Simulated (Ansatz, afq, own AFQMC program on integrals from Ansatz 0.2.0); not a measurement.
AFQMC on a folder of integrals that Ansatz 0.2.0 wrote.

```yaml
crystal:
  periodic: [false, false, false]
  atoms:
    - {symbol: Ti, position_ang: [0.000000, 0.000000, 0.000000]}
    - {symbol: F, position_ang: [0.000000, 0.000000, -1.824800]}
    - {symbol: F, position_ang: [0.000000, 0.000000, 1.824800]}
basis:
  gaussian: {orbitals: def2-SVP}
magnetization: {spin_polarized: false}
correlation: {method: ccsd_t, electrons: outside_noble_gas, hamiltonian_folder: ham}
```

```sh
$ ansatz run in.yaml --threads 1 --pin off --events-out ev --progress --plain --max-ram 1843MiB
```

Options of the walk:

```
--method phaseless --trial cisd --walkers 60 --populations 1 --least-time 40 --time-step 0.005 --steps-per-block 50 --equilibration-blocks 40 --max-blocks 300 --target-error 0.00051 --factor-cut 1e-05 --seed 3348 --release-times 0.24,0.6,1.2,1.8,2.6 --release-step 0.04 --release-every 4 --taylor-order 6
```

Times are imaginary, in 1/Eh. The walk had a cap of 2213 s.

afq prints:

```
orbitals 48  electrons 9 9  factors 400 of 602
reference energy -1047.11601878 Eh
CCSD correlation -0.44319049 Eh in 26 cycles, weight of the determinant in the CISD state 0.8483
energy of the start -1047.559209 Eh
 block  time / (1/Eh)  mean weight  energy / Eh
     1     0.250  0.9991  -1047.551505
     2     0.500  0.9988  -1047.554521
     3     0.750  0.9994  -1047.572629
     4     1.000  1.0000  -1047.565010
     5     1.250  0.9996  -1047.561091
     7     1.750  1.0012  -1047.557526
     9     2.250  0.9976  -1047.561332
    17     4.250  0.9994  -1047.565851
    33     8.250  0.9985  -1047.571126
    49    12.250  0.9954  -1047.583649
    65    16.250  1.0006  -1047.566283
    81    20.250  1.0009  -1047.596130
    89    22.250  1.0006  -1047.626987
    97    24.250  1.0012  -1047.567871
   113    28.250  1.0029  -1047.557604
   129    32.250  0.9967  -1047.567032
   145    36.250  1.0002  -1047.545910
   161    40.250  0.9938  -1047.590809
   177    44.250  0.9992  -1047.568005
   193    48.250  0.9972  -1047.575449
   201    50.250  0.9984  -1047.543566
   209    52.250  0.9941  -1047.561905
   225    56.250  1.0001  -1047.560154
   241    60.250  1.0040  -1047.554657
   257    64.250  1.0040  -1047.570231
   273    68.250  1.0042  -1047.556451
   289    72.250  1.0023  -1047.559235
   305    76.250  0.9962  -1047.559850
   321    80.250  1.0008  -1047.568825
   337    84.250  0.9979  -1047.561214
blocks merged  error / Eh  count
     1  0.000876  300
     2  0.000965  150
     4  0.001082  75
     8  0.001200  37
    16  0.001151  18
    32  0.001005  9
released: time / (1/Eh)  energy / Eh  error  mean overlap
  0.24  -1047.571739  0.001795  0.9907
  0.60  -1047.572238  0.002404  0.9709
  1.20  -1047.572606  0.003215  0.9524
  1.80  -1047.570875  0.004829  0.9108
  2.60  -1047.580549  0.005917  0.8610
energy -1047.569740 +/- 0.001200 Eh
(rows thinned)
```

The run passed its tests (sampling time, drift between the halves within three errors, error under three times the target), which doesn't prove that it has relaxed.

Against this walk (error 32.7 meV) on the same determinant: CCSD(T) 73.2 meV higher, CCSDT(Q) 29.4 meV lower (within the noise). The error is statistical and leaves out the bias of the constraint. The released energies are too noisy to show the bias of the constraint.

Cautions: constraint bias not in the error; error above the target (32.7 against 13.9 meV); no relativity below Rb; outer-core shells of the metal frozen; higher spins were not checked; restricted determinant unstable towards unrestricted (UHF 791 meV lower, ⟨S²⟩ 1.00).

The walk took 8.2 min on 1 thread of Arm Neoverse V2 (shared host). The log's last line is the phaseless energy.

CCSDT and higher add their correlation energy to the determinant of the CCSD(T) run, since their own runs factorise the integrals more tightly (a shift of under 2 meV). A walk keeps the symmetry of its determinant, which the program's search chose and which needn't be the lowest solution, so a lower state of the same spin and another symmetry isn't excluded.
